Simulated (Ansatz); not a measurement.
# H6Si2: the cost of one run

Program: Ansatz 0.2.0. Level of theory: DFT PBE0, Gaussian basis def2-TZVPP, and further levels as typed in the inputs. These are calculated values, not measurements.

### Step 1. The structure to begin with

Bond lengths: Si1–Si2 2.302 Å, Si1–H3 1.489 Å, Si1–H4 1.489 Å, Si1–H5 1.489 Å, Si2–H6 1.489 Å, Si2–H7 1.489 Å, Si2–H8 1.489 Å. Angles: Si1–Si2–H6 110.8°, Si1–Si2–H7 110.8°, Si1–Si2–H8 110.8°, H6–Si2–H7 108.1°, H6–Si2–H8 108.1°, H7–Si2–H8 108.1°, Si2–Si1–H3 110.8°, Si2–Si1–H4 110.8°, Si2–Si1–H5 110.8°, H3–Si1–H4 108.1°, H3–Si1–H5 108.1°, H4–Si1–H5 108.1°.

Coordinates:

```xyz
8

Si    1.1499    0.0486    0.0027
Si   -1.1499   -0.0486   -0.0027
H     1.7342   -1.2196   -0.5135
H     1.6669    0.2684    1.3812
H     1.6343    1.1640   -0.8561
H    -1.7342    1.2196    0.5135
H    -1.6343   -1.1640    0.8561
H    -1.6669   -0.2684   -1.3812
```

### Step 2. Relaxing the atoms: H6Si2

Input file input.yaml:

```yaml
relax:
  f_tol: 0.001
  max_steps: 200
crystal:
  periodic: [false, false, false]
  atoms:
    - { symbol: Si, position_ang: [1.1499, 0.04859, 0.00267] }
    - { symbol: Si, position_ang: [-1.1499, -0.04859, -0.00267] }
    - { symbol: H, position_ang: [1.73418, -1.21958, -0.51349] }
    - { symbol: H, position_ang: [1.66691, 0.2684, 1.38124] }
    - { symbol: H, position_ang: [1.63426, 1.16395, -0.85606] }
    - { symbol: H, position_ang: [-1.73418, 1.21958, 0.51349] }
    - { symbol: H, position_ang: [-1.63426, -1.16395, 0.85606] }
    - { symbol: H, position_ang: [-1.66691, -0.2684, -1.38124] }
basis:
  gaussian: { orbitals: def2-TZVPP }
hamiltonian:
  xc: pbe0
```

Run with:

```sh
$ ansatz run input.yaml --threads 4 --pin off --max-ram 14336MiB --backend cpu --events-out ev --progress --plain --runs-dir out
```

**Question.** How long does this run take on 4 threads of Intel Xeon 6975P-C (Granite Rapids), shared host, and how much memory does it need?

About 4.9 s, with a peak of 0.34 GiB.
